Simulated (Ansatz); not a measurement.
# doublet CHS: levels of theory in one basis

```xyz
3

H     0.0000    0.0839   -1.1491
C     0.0000   -0.3579   -0.1401
S     0.0000    0.2740    1.2892
```

Basis set: def2-SVP (spherical functions). Frozen core: 6 orbitals. Correlation on ROHF uses semicanonical orbitals with singles. Charge 0, multiplicity 2.

Computed with Ansatz (development build ahead of 0.2.0); each method stands on the lowest determinant of its kind that the runs found.

```csv
method,E − E(ROHF) (eV),<S²> of the determinant
ROHF,0.00,–
UHF,-0.24,1.01
UHF-MP2,-6.35,1.01
ROHF-CCSD(T),-7.68,–
UHF-CCSD(T),-7.65,1.01
```

(1) What does ROHF-MP2 give on the same scale?

(2) Is a single determinant a sound starting point here?

## Answers

(1) -6.78 eV.

(2) Only with care. Unrestricted orbitals gain 0.24 eV and <S²> is 1.01 against 0.75 for a pure state, a contamination that matters most for the unrestricted series.

Caution for UHF, UHF-MP2, UHF-CCSD(T): the unrestricted determinant is spin contaminated.
